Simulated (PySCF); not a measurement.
**Frontier orbitals and the lowest excitations**

Species: C2H4Cl2.
SMILES with atom numbers: `[CH3:1][CH:2]([Cl:3])[Cl:4]` (hydrogens: H5, H6, H7 on C1; H8 on C2)

Structure used (PBE0-D3(BJ)/def2-SVP), in Å, numbered top down from 1:
```xyz
8
C2H4Cl2 angstrom
C     -0.875   -0.059    0.038
C      0.627   -0.030    0.140
Cl     1.293    1.379   -0.728
Cl     1.332   -1.544   -0.488
H     -1.295    0.871    0.449
H     -1.270   -0.915    0.606
H     -1.182   -0.156   -1.012
H      0.975    0.060    1.176
```

Method: TDDFT PBE0/def2-SVPD, vertical, gas phase, core orbitals frozen in the response (PySCF).

Kohn–Sham orbitals with the atoms that hold most of them (Löwdin shares over 4%, at most four atoms; ? is withheld):

```json
{"orbital": "HOMO-3", "ε (eV)": "-9.46", "atoms": "Cl4 39%, Cl3 39%, C2 13%, C1 5%"}
{"orbital": "HOMO-2", "ε (eV)": "-9.27", "atoms": "Cl4 44%, Cl3 43%, C2 8%"}
{"orbital": "HOMO-1", "ε (eV)": "-8.77", "atoms": "Cl3 38%, Cl4 38%, C2 12%, H8 6%"}
{"orbital": "HOMO", "ε (eV)": "-8.75", "atoms": "Cl4 47%, Cl3 47%"}
{"orbital": "LUMO", "ε (eV)": "?", "atoms": "?"}
{"orbital": "LUMO+1", "ε (eV)": "0.58", "atoms": "Cl3 30%, Cl4 30%, C2 29%"}
{"orbital": "LUMO+2", "ε (eV)": "0.65", "atoms": "C1 20%, Cl4 18%, Cl3 18%, C2 12%"}
```

(1) Give the leading atoms of the LUMO.

(2) What is the LUMO energy, and the HOMO–LUMO gap?

## Answers

(1) Cl4 (bonded to C) 33%; Cl3 (bonded to C) 33%; C2 (bonded to C, 2 Cl and H) 25%. By element: chlorine 65%, carbon 25% or more.

(2) ε(LUMO) = -0.19 eV; the gap is 8.57 eV (0.3149 hartree).

The HOMO–LUMO gap is 8.57 eV. Where does the response calculation put the lowest singlet, and from which orbitals?

S1 is at 6.94 eV (f = 0.0002), 1.63 eV below the gap, made of HOMO-1→LUMO (96%). Without the coupling terms of the response equations the lowest excitation would equal the gap.

Next come S2 at 7.03 eV (f 0.022), HOMO→LUMO (94%); S3 at 7.38 eV (f 0.0012), HOMO-2→LUMO (81%), HOMO-1→LUMO+1 (16%); S4 at 7.62 eV (f 0.0062), HOMO-3→LUMO (62%), HOMO→LUMO+1 (36%); S5 at 7.88 eV (f 0.0002), HOMO-1→LUMO+1 (81%), HOMO-2→LUMO (17%).
